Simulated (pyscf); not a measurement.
This saddle point was located with ωB97X-D3(BJ)/def2-SVP in PySCF.

```xyz
10

P     -2.1550    -0.9540    -0.1195
H     -0.2232    -0.7757    -0.3639
H     -1.7186    -1.6807     1.0290
H     -1.8488    -1.9877    -1.0550
O      0.5241    -0.0281    -0.5845
Si    -0.7183     1.3159    -0.2733
H      1.3574    -0.0328    -0.0817
H     -1.5692     1.6540    -1.4348
H      0.3978     2.3344    -0.3043
H     -1.2768     1.4746     1.0933
```
Charge 0, spin multiplicity 1.

Surface: singlet, charge 0. Lowest wavenumbers (cm⁻¹): 700i, 122, 254, 291, 332.

### Question
Which two sides does it connect, and which bonds change?

### Answer
`[PH3]` + `[OH][SiH3]` ⇌ `[SiH3][PH2]` + `[OH2]`, a four-centre exchange read from left to right: H–P, O–Si broken and P–Si, H–O formed. At CCSD(T)/def2-TZVPP + ΔMP2(QZVPP) it lies +2.22 eV from the left side and +1.57 eV from the right (each side as separated species at their lowest minima found). One saddle was located; it need not be the lowest between these sides. The CCSD(T) − MP2 part came from Ansatz, without density fitting, on the same reference.
